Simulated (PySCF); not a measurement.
Two structures of CH₄AlCl, closed shell, reached by relaxing down either side of one saddle point (PBE0-D4/def2-TZVP). Energies are electronic, without zero-point energy. PySCF 2.14 with density fitting (its default auxiliary sets; JK sets also for MP2 and CCSD(T)); basis: def2-TZVPP and def2-QZVPP; cores frozen in the correlated methods. Extrapolation: Hartree–Fock as exp(−7.88 √X), correlation as X^−2.97. First:

```xyz
7
angstrom
Al -0.6398 -0.7776 -0.0737
C 0.5080 0.7839 -0.0631
H -1.8003 -1.0666 -1.1045
Cl -0.3286 -2.2448 1.4043
H 1.5392 0.5013 -0.2992
H 0.5301 1.2466 0.9278
H 0.1914 1.5370 -0.7886
```

Second:

```
7
angstrom
Al -1.2484 -2.2721 0.6940
C 0.1912 0.8711 -0.5739
H -0.6687 0.4738 -1.1147
Cl 0.2971 -2.0401 2.1684
H 1.0104 0.1530 -0.6027
H -0.0807 1.0648 0.4634
H 0.5078 1.8013 -1.0452
```

Problem. Which bonds change from the first to the second?

Solution. CH₄AlCl ([CH3][AlH][Cl]) → AlCl + CH₄; bonds formed: C2–H3; bonds broken: Al1–C2, Al1–H3.

Problem. Give the saddle point's structure and its height above each. (Judge from chemistry; the value comes from the calculation.)

Solution. The calculation gives: 338.7 kJ/mol above the first and 290.5 kJ/mol above the second (CCSD(T) at an estimated basis limit (MP2 extrapolated from triple and quadruple zeta, plus CCSD(T) − MP2 in triple zeta)).
```xyz
7
angstrom
Al -0.8206 -1.2411 0.1275
C 0.2339 0.6287 -0.2485
H -1.1151 -0.1646 -0.9795
Cl 0.2844 -1.9160 1.7817
H 1.2403 0.2202 -0.4067
H 0.1446 1.0946 0.7406
H 0.0326 1.3783 -1.0152
```

The T1 diagnostic stays at or below 0.016. The restricted Hartree–Fock reference is unstable towards an unrestricted one at one or more of these structures. A large double-excitation amplitude points to some diradical character; no triplet was computed. The end structure is not quite a true minimum (one mode of 32i cm⁻¹).

Labels in which every atom is bracketed show which atoms are joined, not bond orders.

For scale, one of the runs: CCSD(T)/def2-TZVPP, 171 basis functions, launched by `OMP_NUM_THREADS=4 python run.py`. The run took 78 s on 4 CPU threads of an INTEL XEON PLATINUM 8581C (shared host), with 1.2 GiB of host memory at its peak.
